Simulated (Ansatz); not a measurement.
Input file:

```yaml
crystal:
  periodic: [false, false, false]
  atoms:
    - {symbol: F, position_ang: [0.000000, 0.000000, 0.000000]}
    - {symbol: F, position_ang: [0.000000, 0.000000, 1.420608]}
basis:
  gaussian: {orbitals: STO-3G}
correlation: {method: sc_nevpt2, electrons: outside_noble_gas, active_space: {window: {electrons: 14, orbitals: 8}, shells: [{species: F, l: s, shell: 2}, {species: F, l: p, shell: 2}]}}
```

```sh
$ ansatz run in.yaml --threads 1 --pin off --events-out ev --progress --plain --max-ram 4096MiB --backend cpu
```

Output:

```
149 factors; integrals over basis functions are off by at most 6.9e-8 eV
mean field evaluation 1: about -5332.2879 eV, gradient 5.7e0 eV
mean field evaluation 2: about -5332.3739 eV, gradient 5.9e0 eV
mean field evaluation 4: about -5332.4819 eV, gradient 7.9e-2 eV
mean field evaluation 8: about -5332.4818 eV, gradient 1.4e-5 eV
mean field -5332.48176790 eV, -195.9650904843 hartree, gradient 8.8e-7 eV, S^2 0.000000; 0 other end points of the search recorded, 0 dependent functions left out; unrestricted orbitals would lower it
reference -5332.48176790 eV, -195.9650904843 hartree; 9, 9 occupied and 1, 1 virtual orbitals, 149 factors
state -5334.77027038 eV, -196.0491913994 hartree
state -5334.77027038 eV, -196.0491913994 hartree; corrected -5334.77027038 eV, -196.0491913994 hartree
Total energy: -5334.77027038 eV, -196.0491913994 hartree
Checks for a lower state left out: starts, orbital_swaps
```

For the same geometry and basis full CI lies 0.0 meV higher.

Ran on 1 thread of AMD EPYC 7R13, shared host: 0.13 s wall, 0.07 GiB peak host memory.
